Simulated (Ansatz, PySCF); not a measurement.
System: C2H5, charge 0, multiplicity 2. It need not be the lowest isomer of its formula. 
Coordinates optimised at B3LYP-D3(BJ)/def2-TZVP (Ansatz, a quantum-chemistry and plane-wave program):
```xyz
7

C     -0.0207    -0.6912     0.0019
C      0.0032     0.7917    -0.0023
H      0.9947    -1.1171     0.0074
H     -0.5251    -1.0873     0.8864
H     -0.5178    -1.0924    -0.8844
H      0.0727     1.3495     0.9213
H      0.0803     1.3441    -0.9285
```
Charge 0, spin multiplicity 2.

Quantity: atomisation energy (electronic, to ground-state atoms), in kJ/mol. Cores are frozen in the correlated levels unless marked. Open shells are spin-unrestricted. Spin-orbit coupling is left out. Non-relativistic. The coupled-cluster limit lacks core correlation, which all-electron functionals hold. Basis-set limits of correlation are two-point, X^-3; Hartree-Fock from the larger set. [CCSD(T)-MP2]/basis is that difference in the basis named.

| level | program | atomisation energy (kJ/mol) |
|---|---|---|
| HF-D4/def2-TZVPD | PySCF + dftd4 | 1981.0 |

Q: Predict the RI-MP2/CBS(aug-cc-pVTZ,aug-cc-pVQZ)+[CCSD(T)-MP2]/aug-cc-pVTZ result (Ansatz).

A: 2523.7 kJ/mol
